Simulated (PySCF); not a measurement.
Stepwise substitution at one centre (B Cl-I). All species are isolated molecules in the gas phase. Strings in code marks are SMILES.

The HOMO–LUMO gap from two functionals at the same geometries (CAM-B3LYP-D3(BJ)/def2-TZVP), both in PySCF: PBE-D3(BJ)/def2-TZVP and TPSSh-D3(BJ)/def2-TZVP. 

```
species                                PBE-D3(BJ)/def2-TZVP (eV)
-------------------------------------  -------------------------
0 of 3 Cl replaced by I (`ClB(Cl)Cl`)                       5.04
1 of 3 Cl replaced by I                                     3.87
2 of 3 Cl replaced by I (`ClB(I)I`)                         3.39
3 of 3 Cl replaced by I (`IB(I)I`)                          3.02
```

What does TPSSh-D3(BJ)/def2-TZVP give for each?


- 0 of 3 Cl replaced by I (`ClB(Cl)Cl`): 6.20
- 1 of 3 Cl replaced by I: 4.86
- 2 of 3 Cl replaced by I (`ClB(I)I`): 4.33
- 3 of 3 Cl replaced by I (`IB(I)I`): 3.91
Over these rows, drawn at random from the members with no instability flagged (it was tested for open shells, ions and some series alone), PBE minus TPSSh-D3(BJ): mean -1.00 eV, from -1.16 eV to -0.89 eV.
